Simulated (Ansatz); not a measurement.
Saddle point of Si2H8S, closed shell (Si₂H₆S ([SiH3][SiH2][SH]) + H₂ → Si₂H₆ ([SiH3][SiH3]) + H₂S; bonds formed: Si1–H7, S2–H6; bonds broken: Si1–S2, H6–H7), PBE0-D4/def2-TZVP structure:

Si1  (-0.801, -0.241, 0.298)
S2  (0.817, -1.641, -1.056)
H3  (-1.839, -0.637, -0.694)
H4  (-1.639, -0.050, 1.532)
Si5  (0.464, 1.654, -0.192)
H6  (0.577, -1.436, 0.646)
H7  (0.187, -1.071, 1.440)
H8  (-0.004, -2.704, -1.060)
H9  (0.346, 1.931, -1.645)
H10  (0.010, 2.834, 0.589)
H11  (1.883, 1.360, 0.141)
(Å)

Energies are electronic, without zero-point energy. Barriers and step energies count from the start structure reached by relaxing down the imaginary mode; all methods use the PBE0-D4 structures, on which another method's saddle can fall below an end. Program: Ansatz 0.2.0. Basis: def2-TZVPP, with def2-QZVPP for the basis limit. Cores are frozen in the correlated methods. B3LYP uses VWN-RPA correlation. Extrapolation: Hartree–Fock as exp(−7.88 √X), correlation as X^−2.97.

| method | barrier (kcal/mol) | step energy (kcal/mol) |
| --- | --- | --- |
| SPW92 | 40.38 | 5.70 |
| PBE-D4 | 47.90 | 7.76 |
| BLYP-D4 | 52.34 | 6.94 |
| r2SCAN-D4 | 51.81 | 7.78 |
| B97M-V | 53.95 | 6.15 |
| PBE0-D4 | 52.23 | 7.25 |
| B3LYP-D4 | ? | 6.42 |
| r2SCAN0-D4 | 54.60 | 7.32 |
| BHLYP-D4 | ? | 5.70 |
| CAM-B3LYP-D4 | 57.77 | 5.33 |
| wB97X-V | 58.61 | 6.23 |
| wB97M-V | ? | 6.31 |
| B2PLYP | 57.87 | 6.71 |
| PBE-QIDH | 56.56 | 7.42 |
| RPA on PBE | 58.32 | 5.26 |
| HF | 72.90 | 4.18 |
| MP2 | 58.64 | 8.19 |
| CCSD | 61.15 | 5.31 |
| CCSD(T) | 58.77 | 6.09 |

Task: Fill in the withheld barriers. (Judge from chemistry; the value comes from the calculation.)

Result: Computed: wB97M-V 57.02; BHLYP-D4 60.55; B3LYP-D4 55.47 kcal/mol. Each is the energy of the saddle less that of the start structure, by the same method.

For comparison, the barrier by CCSD(T) at an estimated basis limit (MP2 extrapolated from triple and quadruple zeta, plus CCSD(T) − MP2 in triple zeta) is 57.93 kcal/mol.

T1 diagnostic: at most 0.015.

Labels in which every atom is bracketed show which atoms are joined, not bond orders.

For scale, one of the runs: CCSD(T)/def2-TZVPP, 238 basis functions, launched by `ansatz run in.yaml --threads 4 --pin off --events-out ev --progress --plain --max-ram 9574MiB`. Hardware: 4 CPU threads of an Arm Neoverse V1, shared host. Wall time 63 s; peak host memory 4 GiB.
